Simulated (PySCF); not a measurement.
Gas-phase reaction: 6 AlOF → 4 AlO + Al2F6 + O2

Energies from PySCF (xtb for GFN2), thermal terms from the rigid-rotor harmonic-oscillator model, ideal gas at 1 bar. The comparison is the NASA 1993 polynomial table, which mixes measured and estimated data. After a fit of one offset per element over all species, the range-separated, M06-2X, PBE0/def2-QZVP and CCSD(T)/def2-TZVPP enthalpies, where run, lie to one side of the table for AlOF (+153 kJ/mol), Al2F6 (+36 kJ/mol): a fault of the table's entry, another state or a shared error of the levels is possible; this was not checked at source. S°(298 K) at PBE0/def2-TZVP differs from the NASA 1993 table for AlOF (+8 J/mol/K), Al2F6 (+7 J/mol/K); whether the harmonic model or the table's entry is off was not settled. † marks an energy on the PBE0/def2-TZVP geometry and frequencies; other levels use their own. 6-31G* has spherical d functions here. Open shells (unrestricted): AlO (multiplicity 2), O2 (multiplicity 3); the rest are closed-shell singlets. GFN2 has no spin-polarisation term. B3LYP is the form with VWN-RPA correlation. For this reaction the table lies outside the span of B3LYP, M06-2X, PBE0, r2SCAN, ωB97M-V, ωB97X-V in their largest bases here; which side is off was not settled. The harmonic model lacks anharmonicity and excited electronic states, which grow with temperature; levels with a mode under 35 cm⁻¹ are left out. Soft modes under 120 cm⁻¹ make the harmonic entropy rough for Al2F6. The table's entry may be an old estimate for AlOF, AlO, Al2F6 (not checked at source).

ΔH° and ΔS° at 298 K: table 1124 kJ, 42 J/K; B3LYP/6-31G* 31 kJ, -6 J/K; B3LYP/def2-TZVP† 187 kJ, 1 J/K; BLYP/def2-TZVP† 228 kJ, 1 J/K; GFN2-xTB 1007 kJ, 32 J/K; M06-2X/def2-TZVP† 148 kJ, 1 J/K.

### Question
With the heat capacities included, give log10 K at 600, 1000, 1600, 1800, 2000 K for each.

### Answer
```
T (K)  table  B3LYP/6-31G*  B3LYP/def2-TZVP†  BLYP/def2-TZVP†  GFN2-xTB  M06-2X/def2-TZVP†
-----  -----  ------------  ----------------  ---------------  --------  -----------------
600    -95.6          -3.0             -16.3            -19.8     -85.9              -12.8
1000   -56.5          -2.0              -9.8            -11.9     -50.9               -7.7
1600   -34.5          -1.4              -6.1             -7.4     -31.2               -4.8
1800   -30.4          -1.3              -5.5             -6.6     -27.6               -4.3
2000   -27.1          -1.2              -4.9             -6.0     -24.7               -3.9
```
Ten kJ in ΔG° is worth 0.87 decades in K at 600 K and 0.26 at 2000 K. Holding ΔH° and ΔS° at their 298 K values would give -27.1 (table), -1.1 (B3LYP/6-31G*), -4.8 (B3LYP/def2-TZVP†) at 2000 K.
